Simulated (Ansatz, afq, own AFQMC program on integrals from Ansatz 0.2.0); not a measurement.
Two steps: Ansatz 0.2.0 writes the Fock matrix and Cholesky factors of the valence space, and afq projects on them the lowest state that overlaps trial and start.

```yaml
crystal:
  periodic: [false, false, false]
  atoms:
    - {symbol: N, position_ang: [0.000000, 0.000000, 0.598418]}
    - {symbol: O, position_ang: [0.000000, 0.000000, -0.663532]}
    - {symbol: H, position_ang: [0.000000, 0.876220, 1.108323]}
    - {symbol: H, position_ang: [0.000000, -0.876220, 1.108323]}
basis:
  gaussian: {orbitals: cc-pVDZ}
magnetization: {spin_polarized: true, initial_magnetization: 1}
correlation: {method: ccsd_t, electrons: outside_noble_gas, hamiltonian_folder: ham}
```

```sh
$ ansatz run in.yaml --threads 1 --pin off --events-out ev --progress --plain --max-ram 1843MiB
```

Options of the walk:

```
--method phaseless --trial hf --walkers 120 --populations 1 --least-time 40 --time-step 0.005 --steps-per-block 20 --equilibration-blocks 112 --max-blocks 600 --target-error 0.00129 --factor-cut 1e-05 --start spin_pure --seed 3456 --taylor-order 6
```

Times are imaginary, in 1/Eh. The walk had a cap of 1343 s.

Log:

```
orbitals 36  electrons 7 6  factors 276 of 351
reference energy -130.40475776 Eh
CCSD correlation -0.35213344 Eh in 10 cycles, weight of the determinant in the CISD state 0.8946
energy of the start -130.405116 Eh
 block  time / (1/Eh)  mean weight  energy / Eh
     1     0.100  1.0023  -130.518358
     2     0.200  1.0043  -130.606844
     3     0.300  1.0049  -130.653010
     4     0.400  1.0024  -130.680634
     5     0.500  1.0010  -130.698980
     8     0.800  0.9998  -130.749380
    18     1.800  0.9969  -130.745701
    69     6.900  0.9981  -130.741840
   120    12.000  0.9982  -130.722827
   171    17.100  1.0019  -130.797942
   222    22.200  1.0020  -130.815717
   273    27.300  1.0002  -130.818083
   324    32.400  1.0016  -130.760305
   375    37.500  0.9990  -130.779670
   426    42.600  0.9993  -130.767512
   477    47.700  1.0026  -130.769095
   528    52.800  0.9997  -130.761373
   579    57.900  0.9987  -130.726710
   630    63.000  1.0010  -130.773052
   681    68.100  0.9983  -130.741204
   698    69.800  1.0018  -130.745893
blocks merged  error / Eh  count
     1  0.001087  600
     2  0.001408  300
     4  0.001758  150
     8  0.002098  75
    16  0.002422  37
    32  0.002531  18
    64  0.001434  9
energy -130.770405 +/- 0.002531 Eh
(rows thinned)
```

The run passed its tests (sampling time, drift between the halves within three errors, error under three times the target), which doesn't prove that it has relaxed.

Against this walk (error 68.9 meV) on the same determinant: CCSD(T) 146.7 meV higher, the released energy of a separate walk with a CISD trial 84.9 ± 72.4 meV higher (within the noise), a separate phaseless walk with a CISD trial and standard settings 122.1 ± 70.8 meV higher (within the noise). The error is statistical and leaves out the bias of the constraint.

Cautions: constraint bias not in the error; error above the target (68.9 against 35.1 meV).

The walk took 5.2 min on 1 thread of Arm Neoverse V1, with other jobs on the host. The log's last line is the phaseless energy.

A walk keeps the symmetry of its determinant, which the program's search chose and which needn't be the lowest solution, so a lower state of the same spin and another symmetry isn't excluded.
